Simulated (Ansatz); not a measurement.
# NH (triplet): the correlation ladder, cc-pVQZ

One table from this session's results is given with a row withheld; the runs are named, their logs left out.

Method: cc-pVQZ, core rule «outside noble gas», up to 1 orbitals frozen; program: Ansatz 0.2.0, Gaussian basis.

To be run: UHF; CCSD(T) on ROHF; CCSD(T) on UHF; BCCD(T) on ROHF; CCSDT(Q) on ROHF; CCSDT(Q) on UHF; CASSCF and MRCISD+Q, 6 electrons in 5 orbitals; CASSCF and NEVPT4(SD), 6 electrons in 5 orbitals; CASSCF and NEVPT2, 6 electrons in 5 orbitals.

10 further runs of the same task are left out: 10 set aside as unsound or not needed.

## What is computed

The geometry is an MP2(full)/6-31G* stationary point (not a proven minimum).

2 atoms, charge 0, spin multiplicity 3.

Atoms are counted from 1 here; the program's logs count them from 0.

Bond lengths: N1–H2 1.039 Å.

The first run:

File in.yaml:

```yaml
crystal:
  periodic: [false, false, false]
  atoms:
    - {symbol: N, position_ang: [0.000000, 0.000000, 0.000000]}
    - {symbol: H, position_ang: [0.000000, 0.000000, 1.039430]}
basis:
  gaussian: {orbitals: cc-pVQZ}
magnetization: {spin_polarized: true, initial_magnetization: 2}
hamiltonian: {xc: hf}
output: {orbitals: {seedname: orbitals}}
```

Started as:

```console
$ ansatz run in.yaml --threads 1 --pin off --events-out ev --progress --plain --max-ram 2816MiB --backend cpu
```

Steps of the session up to this table: UHF; CCSD(T) on ROHF; CCSD(T) on UHF; BCCD(T) on ROHF; CCSDT(Q) on ROHF; CCSDT(Q) on UHF; CASSCF and MRCISD+Q, 6 electrons in 5 orbitals; CASSCF and NEVPT4(SD), 6 electrons in 5 orbitals; CASSCF and NEVPT2, 6 electrons in 5 orbitals.

One table of the session follows, with a row left open; its other results are not shown here.

| method | from UCCSDT(Q) (meV) |
| --- | --- |
| ROHF | +4842.1 |
| UHF | +4628.5 |
| RMP2 | +591.6 |
| UMP2 | +609.4 |
| RCCSD | +143.2 |
| UCCSD | +137.3 |
| RCCSD(T) | ? |
| UCCSD(T) | +15.5 |
| BCCD(T) | +17.8 |
| RCCSDT | +5.7 |
| UCCSDT | +3.2 |
| RCCSDT(Q) | +2.5 |
| UCCSDT(Q) | 0 |
| CASSCF valence | +4128.8 |
| NEVPT2 valence | +661.6 |
| NEVPT4(SD) valence | +77.0 |
| MRCISD valence | +197.3 |
| MRCISD+Q valence | +31.4 |

Q: Estimate the row for RCCSD(T) from the others.

The run gave: from UCCSDT(Q) (meV): +17.6. In the column «from UCCSDT(Q) (meV)» it lies between UCCSD(T) (+15.5) and BCCD(T) (+17.8).

Limits of these values: Restricted and unrestricted rows rest on different reference determinants; where their highest levels disagree by more than a few hundredths of an eV, they describe different states and don't form one ladder.
